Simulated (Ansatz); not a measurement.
Species: C2H5S, charge 0, multiplicity 2. It need not be the lowest isomer of its formula. 
Structure (B3LYP-D3(BJ)/def2-TZVP (Ansatz, a program for electronic structure) minimum search):
```xyz
8

C      1.5338     0.7218    -0.0560
C      0.0541     0.7144    -0.2059
S     -0.8025    -0.7472     0.1583
H     -2.0411    -0.3097    -0.1192
H     -0.4490     1.4656    -0.7967
H      1.9039     1.7455     0.0258
H      1.8495     0.1784     0.8388
H      2.0484     0.2585    -0.9100
```
Charge 0, spin multiplicity 2.

Total electronic energies in hartree. Cores are frozen in the correlated levels unless marked. Open shells are spin-unrestricted. No spin-orbit coupling. No relativistic terms. Basis-set limits of correlation are two-point, X^-3; Hartree-Fock from the larger set. [CCSD(T)-MP2]/basis is that difference in the basis named.

| level | program | energy (Eh) |
|---|---|---|
| RI-HF/cc-pV(Q+d)Z | Ansatz | -476.19177 |
| B3LYP-D4/def2-TZVPD | Ansatz + dftd4 | -477.43141 |
| r2SCAN0-D4/def2-TZVPD | Ansatz + dftd4 | -477.31488 |
| MP2/STO-3G | Ansatz | -470.95610 |
| MP2/cc-pV(T+d)Z | Ansatz | -476.68481 |
| RI-MP2/cc-pV(Q+d)Z | Ansatz | -476.72959 |
| CCSD/cc-pV(D+d)Z | Ansatz | -476.59315 |
| CCSD(T)/aug-cc-pV(D+d)Z | Ansatz | -476.63587 |
| RI-MP2/CBS(cc-pV(T+d)Z,cc-pV(Q+d)Z)+[CCSD(T)-MP2]/cc-pV(T+d)Z | Ansatz | -476.8233 |

Totals of different functionals don't rank their quality; only differences between species are comparable.
